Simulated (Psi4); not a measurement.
# UHF/STO-3G run of C3HF (SMILES C#C[C]F)

Aim: the vertical electron affinity of C3HF at UHF/STO-3G, from 2 runs. 

The calculation is run with Psi4 1.11.

## (1) Starting point

The species is C3HF (5 atoms), meant as a triplet with charge 0. SMILES: `C#C[C]F`. The shape is that of a GFN2-xTB optimisation.

Bond lengths: C1–C2 1.255 Å, C2–C3 1.277 Å, C3–F4 1.301 Å, C1–H5 1.048 Å. Angles: C1–C2–C3 164.9°, C2–C3–F4 148.4°, C2–C1–H5 168.2°.

## (2) The energy at UHF/STO-3G

File run_ase.py:

```python
import numpy as np
from ase.calculators.psi4 import Psi4
from ase import Atoms

atoms = Atoms(['C', 'C', 'C', 'F', 'H'], positions=[
    [0.726070, 1.066410, -0.031300],
    [0.005460, 0.038920, -0.012300],
    [-0.498130, -1.109760, 0.228360],
    [-1.381130, -2.017410, -0.071200],
    [1.147740, 2.021840, -0.113560],
])
calc = Psi4(atoms=atoms, method='hf', basis='STO-3G', memory='1600MB', num_threads=1, charge=0, multiplicity=3, label='psi4-calc', reference='uhf')
calc.psi4.set_options({'puream': True, 'e_convergence': 1e-09, 'd_convergence': 1e-08, 'scf_type': 'pk', 'maxiter': 200})
atoms.calc = calc

print(f'energy: {atoms.get_potential_energy():.6f} eV')
```

The run is started by

```
$ python run_ase.py
```

psi4-calc.dat, cut to the lines that bear on the results:

```text
[...]
  Running in c1 symmetry.
[...]
  Nuclear repulsion =   85.122048341258377
[...]
  Multiplicity = 3
[...]
  Nalpha       = 15
  Nbeta        = 13
[...]
    Number of basis functions: 21
[...]
   @UHF iter   1:  -210.53185695550678   -1.98161e+00   1.34830e-02 DIIS/ADIIS
[...]
   @UHF iter  15:  -210.65359843975659   -1.25056e-12   9.44748e-09 DIIS
[...]
   @S^2 Observed:                2.492210386E+00
[...]
    Orbital Energies [Eh]
    ---------------------
    Alpha Occupied:
       1A    -26.030973     2A    -11.088854     3A    -11.023563
       4A    -11.010120     5A     -1.570739     6A     -1.015921
       7A     -0.914808     8A     -0.686107     9A     -0.641917
      10A     -0.623564    11A     -0.600654    12A     -0.441104
      13A     -0.433811    14A     -0.320592    15A     -0.288762
    Alpha Virtual:
      16A      0.373641    17A      0.451789    18A      0.542545
      19A      0.639774    20A      1.021879    21A      1.445707
    Beta Occupied:
[...]
  @UHF Final Energy:  -210.65359843975659
   => Energetics <=
    Nuclear Repulsion Energy =             85.1220483412583775
    One-Electron Energy =                -459.2669709817071180
    Two-Electron Energy =                 163.4913242006921337
    Total Energy =                       -210.6535984397565926
  UHF NO Occupations:
  HONO-2 :   13  A 1.8654561
  HONO-1 :   14  A 1.0000000
[...]
 Multipole Moments:
 ------------------------------------------------------------------------------------
     Multipole            Electronic (a.u.)      Nuclear  (a.u.)        Total (a.u.)
 ------------------------------------------------------------------------------------
 L = 1.  Multiply by 2.5417464519 to convert [e a0] to [Debye]
 Dipole X            :         -2.1903149            2.3765249            0.1862099
 Dipole Y            :         -3.4866085            3.7947269            0.3081184
 Dipole Z            :          0.0507254           -0.0392134            0.0115120
 Magnitude           :                                                    0.3601994
[...]
```

Standard output:

```text
energy: -5732.176385 eV
```

Run time: 0.94 s. Hardware: 1 thread of AMD EPYC 9R45 (Zen 5), shared host; peak memory 0.19 GiB.

## (3) The doublet anion: energy and gradient at UHF/STO-3G

File c3hf.py:

```python
import psi4

psi4.set_memory(1600000000)
psi4.set_num_threads(1)
psi4.core.set_output_file('c3hf.out', False)

molecule = psi4.geometry("""
-1 2
C      0.726070     1.066410    -0.031300
C      0.005460     0.038920    -0.012300
C     -0.498130    -1.109760     0.228360
F     -1.381130    -2.017410    -0.071200
H      1.147740     2.021840    -0.113560
symmetry c1
""")

options = {'basis': 'STO-3G', 'reference': 'uhf', 'puream': True, 'e_convergence': 1e-09, 'd_convergence': 1e-08, 'scf_type': 'pk', 'maxiter': 200}
psi4.set_options(options)

E, wfn = psi4.gradient('hf', molecule=molecule, return_wfn=True)
print('gradient / Eh bohr^-1')
print(E.np.round(6))
print(f'energy = {wfn.energy():.10f} Eh')
```

The run is started by

```
$ python c3hf.py
```

c3hf.out:

```text
[...]
  Running in c1 symmetry.
[...]
  Nuclear repulsion =   85.122048341258377
[...]
  Multiplicity = 2
[...]
  Nalpha       = 15
  Nbeta        = 14
[...]
    Number of basis functions: 21
[...]
   @UHF iter   1:  -210.36372667295666   -1.81348e+00   1.05857e-02 ADIIS/DIIS
[...]
   @UHF iter  23:  -210.42374682399239   -8.81073e-13   6.52967e-09 DIIS
[...]
   @S^2 Observed:                9.320760234E-01
[...]
    Orbital Energies [Eh]
    ---------------------
    Alpha Occupied:
       1A    -25.668729     2A    -10.663586     3A    -10.602958
       4A    -10.583543     5A     -1.251725     6A     -0.665430
       7A     -0.544516     8A     -0.361634     9A     -0.299104
      10A     -0.298517    11A     -0.268059    12A     -0.104821
      13A     -0.081416    14A      0.096862    15A      0.128003
    Alpha Virtual:
      16A      0.714182    17A      0.780533    18A      0.863819
      19A      0.976991    20A      1.405439    21A      1.825450
    Beta Occupied:
[...]
  @UHF Final Energy:  -210.42374682399239
   => Energetics <=
    Nuclear Repulsion Energy =             85.1220483412583775
    One-Electron Energy =                -468.9268940978513456
    Two-Electron Energy =                 173.3810989326005654
    Total Energy =                       -210.4237468239923885
  UHF NO Occupations:
  HONO-2 :   13  A 1.9822861
  HONO-1 :   14  A 1.9306104
[...]
 Multipole Moments:
 ------------------------------------------------------------------------------------
     Multipole            Electronic (a.u.)      Nuclear  (a.u.)        Total (a.u.)
 ------------------------------------------------------------------------------------
 L = 1.  Multiply by 2.5417464519 to convert [e a0] to [Debye]
 Dipole X            :         -3.1484160            2.3765249           -0.7718911
 Dipole Y            :         -4.3382142            3.7947269           -0.5434873
 Dipole Z            :         -0.3294739           -0.0392134           -0.3686873
 Magnitude           :                                                    1.0134716
[...]
  -Total Gradient:
     Atom            X                  Y                   Z
    ------   -----------------  -----------------  -----------------
       1        0.001050053236     0.017943221831    -0.003443450680
       2        0.010713481045    -0.030412625480     0.029146114767
       3       -0.087420135947    -0.024879712228    -0.072278134514
       4        0.072614382308     0.043463032211     0.044590238902
       5        0.003042219357    -0.006113916333     0.001985231525
[...]
```

Standard output:

```text
gradient / Eh bohr^-1
[[ 0.00105   0.017943 -0.003443]
 [ 0.010713 -0.030413  0.029146]
 [-0.08742  -0.02488  -0.072278]
 [ 0.072614  0.043463  0.04459 ]
 [ 0.003042 -0.006114  0.001985]]
energy = -210.4237468240 Eh
```

Run time: 0.9 s. Hardware: 1 thread of AMD EPYC 9R45 (Zen 5), shared host; peak memory 0.18 GiB.

## (4) Outcome

At UHF/STO-3G:

| quantity | value |
| --- | --- |
| triplet C3HF: total energy | -210.65360 Eh |
| triplet C3HF: dipole moment | 0.92 D |
| triplet C3HF: HOMO energy (highest over α and β) | -7.86 eV |
| triplet C3HF: LUMO energy (lowest over α and β) | 7.32 eV |
| triplet C3HF: ⟨S²⟩ | 2.492 |
| doublet anion: total energy | -210.42375 Eh |
| doublet anion: HOMO energy (highest over α and β) | 5.01 eV |
| doublet anion: LUMO energy (lowest over α and β) | 16.78 eV |
| doublet anion: ⟨S²⟩ | 0.932 |
| doublet anion: largest force on an atom | 5.971 eV/Å |
| vertical electron affinity (to the doublet anion) | -6.255 eV |

**Reading.** The anion lies 6.25 eV (144 kcal/mol) above the neutral: the electron isn't bound at this level, and such a value depends on the basis. Without diffuse functions anions come out too high. Hartree–Fock misses the correlation that binds many anions. In a minimal basis such a difference can be off by several eV, whatever the method. ⟨S²⟩ (triplet C3HF) is 2.49 where a pure triplet has 2.00: the reference is spin-contaminated. ⟨S²⟩ (doublet anion) is 0.93 where a pure doublet has 0.75: the reference is spin-contaminated. The HOMO (doublet anion) lies at positive energy, 5.01 eV: the electron is unbound at this level or held by a compact basis; values depend on the basis.
